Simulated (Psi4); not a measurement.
Process, species as SMILES: C#N (CH-N) → [C-]#[NH+] (C-NH)
B3LYP-D3(BJ)/def2-TZVP geometries, fixed; electronic energies without zero-point terms.
Largest species:
```
C
N 1 1.1462
H 1 1.0667 2 180.00
```

Basis-set convergence of the isomerisation energy at MP2 with Psi4. All functions are spherical. Density fitting with the program's default auxiliary sets. Cores are frozen. Psi4's default fitting sets serve the pcseg sets less well. No added dispersion term, no relativity. Functions are those of the species that has most. Reference: Hartree-Fock in aug-cc-pVQZ plus the correlation part extrapolated as X^-3 from aug-cc-pVTZ and aug-cc-pVQZ, 17.50 kcal/mol, itself unsure by roughly 0.04 kcal/mol (a third of the extrapolation step and of the last Hartree-Fock step). Deviations are taken from unrounded values. Cost is core time over that of aug-cc-pVDZ, rough, on shared machines of one kind; a dash marks a row that isn't timed (too short, read off another run, short of memory, by another algorithm or on other hardware).

```tsv
basis	functions	cost
pcseg-0	20	0.6×
def2-SV(P)	30	-
def2-SVP	33	0.8×
pcseg-1	33	-
aug-cc-pVDZ	55	1×
def2-TZVP	68	1×
pcseg-2	74	1×
def2-TZVPP	76	1×
jun-cc-pV(T+d)Z	92	1×
aug-cc-pVTZ	115	1×
def2-QZVPP	144	2×
pcseg-3	153	2×
aug-cc-pVQZ	206	2×
pcseg-4	263	4×
```

Question: Which is the smallest set listed that can be trusted to 0.5 kcal/mol here, that is, within that of the reference together with its larger relatives (same family, alike in diffuse functions; a set with none to test it counts only in the reference's own line)?

Answer: The smallest set listed that lies within 0.5 kcal/mol of the reference with all its larger relatives (same family, alike in diffuse functions; a set with none counts only in the reference's own line) is pcseg-1 (33 functions, 0.04 kcal/mol off). Inside the window by cancellation, since a larger relative falls out: def2-SVP. Value minus reference: pcseg-0 1.63, def2-SV(P) 1.79, def2-SVP 0.11, pcseg-1 0.04, aug-cc-pVDZ -0.28, def2-TZVP 0.65, pcseg-2 0.30, def2-TZVPP 0.07, jun-cc-pV(T+d)Z -0.18, aug-cc-pVTZ -0.02, def2-QZVPP -0.03, pcseg-3 0.11, aug-cc-pVQZ -0.04, pcseg-4 0.02 kcal/mol.
